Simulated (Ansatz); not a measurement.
Ansatz (a program for electronic structure) input (BLYP/6-31G*):

Ansatz 0.2 input:
```yaml
crystal:
  periodic: [false, false, false]
  atoms:
    - {symbol: C, position_ang: [0.00329743, -0.68959053, 0.83425245]}
    - {symbol: C, position_ang: [-0.00671643, 0.63296015, 0.90078215]}
    - {symbol: C, position_ang: [0.00781639, -0.84964659, -0.66746692]}
    - {symbol: C, position_ang: [-0.00399140, 0.72131498, -0.62771037]}
    - {symbol: H, position_ang: [-0.01400541, 1.37887752, 1.67955288]}
    - {symbol: H, position_ang: [-0.87973595, -1.30934951, -1.10071269]}
    - {symbol: H, position_ang: [0.90403817, -1.29604212, -1.09676329]}
    - {symbol: H, position_ang: [0.89064925, 1.17483501, -1.05862435]}
    - {symbol: H, position_ang: [-0.90338201, 1.16145109, -1.06259646]}
basis:
  gaussian:
    orbitals: 6-31G*
hamiltonian:
  xc: {name: BLYP}
magnetization: {spin_polarized: true, initial_magnetization: 1}
output: {forces: true}
```

Predict the final energy.

-155.20278 Eh.
